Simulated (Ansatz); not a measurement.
AlH$_{3}$SSi, SMILES `[AlH]1[SiH2][S]1`, relaxed with RKS PBE0-D4/def2-TZVP in Ansatz 0.2.0 from a PBE-D4/def2-SVP geometry. The force threshold is 0.005 eV/Å; the program also tests the step.

The species carries charge 0 and has multiplicity 1.

Start:

```xyz
6

Al   -0.762   -0.681   -0.963
Si    0.777    0.276    0.514
S    -1.409    0.800    0.519
H    -1.473   -1.530   -2.102
H     1.646    1.468    0.214
H     1.221   -0.332    1.818
```

| step | energy (eV) | largest force (eV/Å) | largest move (Å) |
| --- | --- | --- | --- |
| 1 | -25350.1505 | 0.569 | 0.000 |
| 2 | -25350.1734 | 0.171 | 0.023 |
| 3 | -25350.1754 | 0.024 | 0.009 |
| 4 | -25350.1754 | 0.012 | 0.003 |
| 5 | -25350.1754 | 0.002 | 0.002 |

End:

```xyz
6

Al   -0.756   -0.676   -0.957
Si    0.762    0.278    0.513
S    -1.379    0.790    0.518
H    -1.459   -1.517   -2.084
H     1.626    1.450    0.212
H     1.206   -0.325    1.797
```

It took 14 s on 2 threads of an Arm Neoverse V1 on a shared host, with 0.24 GiB of host memory at the peak.
